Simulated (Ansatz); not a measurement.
**MgBH3 (SMILES [BH2][MgH]): functionals against CCSD(T) at one geometry**

An exercise on one series of results from a longer session: the logs are not shown, and one member is left open.

The runs use Ansatz 0.2.0, Gaussian basis; single points in def2-TZVPP.

Cores are frozen in the correlated methods. The outer core shell of Li, Na, Mg and K is correlated.

**The starting structure**

SMILES `[BH2][MgH]`, 5 atoms, charge 0, spin multiplicity 1.

Atoms are counted from 1 here; the program's logs count them from 0.

Bond lengths: B1–Mg2 2.197 Å, B1–H3 1.260 Å, B1–H4 1.018 Å, Mg2–H5 1.701 Å. Angles: Mg2–B1–H3 130.3°, Mg2–B1–H4 121.6°, H3–B1–H4 107.1°, B1–Mg2–H5 172.2°.

Coordinates:

```xyz
5

B    -0.0788   -0.9231    0.3705
Mg    0.0662    1.0955   -0.4840
H     0.6778   -1.5223    1.1811
H    -0.7243   -1.6148   -0.0041
H    -0.0181    2.7039   -1.0325
```

The first run:

File run/in.yaml:

```yaml
crystal:
  periodic: [false, false, false]
  atoms:
    - {symbol: B, position_ang: [-0.078800, -0.923100, 0.370500]}
    - {symbol: Mg, position_ang: [0.066200, 1.095500, -0.484000]}
    - {symbol: H, position_ang: [0.677800, -1.522300, 1.181100]}
    - {symbol: H, position_ang: [-0.724300, -1.614800, -0.004100]}
    - {symbol: H, position_ang: [-0.018100, 2.703900, -1.032500]}
basis:
  gaussian: {orbitals: def2-TZVPP}
correlation: {method: ccsd_t}
output: {forces: true}
```

The command line of these runs was not kept.

Steps of the session up to this table: CCSD(T)/def2-TZVPP; PBE0-D4/def2-TZVPP; wB97M-V/def2-TZVPP; r2SCAN-D4/def2-TZVPP; PBE-D4/def2-TZVPP; BLYP-D4/def2-TZVPP; HSE06-D4/def2-TZVPP.

One table of the session follows, with a row left open; its other results are not shown here.

```
   method  RMS force component (eV/Å)  angle to CCSD(T) forces (°)  dipole (D)
  CCSD(T)                       2.490                    reference        0.73
  PBE0-D4                       2.493                          0.8        0.81
  wB97M-V                       2.427                          1.1        0.79
r2SCAN-D4                       2.473                          0.8        0.82
   PBE-D4                       2.498                          1.9        0.81
  BLYP-D4                           ?                            ?           ?
 HSE06-D4                       2.494                          0.8        0.81
```

Estimate the missing values for BLYP-D4.

**Answer.** RMS force component (eV/Å): 2.421; angle to CCSD(T) forces (°): 0.9; dipole (D): 0.80. In the column «RMS force component (eV/Å)» it is the lowest.
